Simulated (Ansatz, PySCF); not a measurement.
C2H6S, SMILES CSC.

The structure is a stationary point at TPSSh-D3(BJ)/def2-TZVP.

Vertical ionisation energy (IE) and electron affinity (EA) in eV. Rows of orbital energies are one-electron estimates. Where ΔSCF, EOM or ADC give a negative EA the extra electron is unbound and the value depends on the basis.

```json
[
 {"level": "−ε(HOMO), −ε(LUMO), M06-2X/def2-TZVPD (PySCF)", "IE": "7.48", "EA": "-0.52"},
 {"level": "−ε(HOMO), −ε(LUMO), PBE/def2-TZVPD (PySCF)", "IE": "?", "EA": "?"},
 {"level": "ΔSCF, PBE0/def2-SVPD (Ansatz), final states of multiplicity 2 and 2", "IE": "8.63", "EA": "-1.81"},
 {"level": "ΔSCF, PBE/def2-SVPD (Ansatz), final states of multiplicity 2 and 2", "IE": "8.56", "EA": "-1.64"}
]
```

Some entries are withheld; supply them. (An estimate is asked for; the answer gives what the named calculation found.)


- −ε(HOMO), −ε(LUMO), PBE/def2-TZVPD (PySCF), IE: 5.07
- −ε(HOMO), −ε(LUMO), PBE/def2-TZVPD (PySCF), EA: 0.37

What vertical singlet–triplet gap does ΔSCF give with PBE0/def2-SVPD (Ansatz, a quantum-chemistry and plane-wave program) and with PBE/def2-SVPD (Ansatz)? (The exact figures need the calculation; the answer reports its results.)

5.03 and 4.85 eV (triplet above singlet where positive).
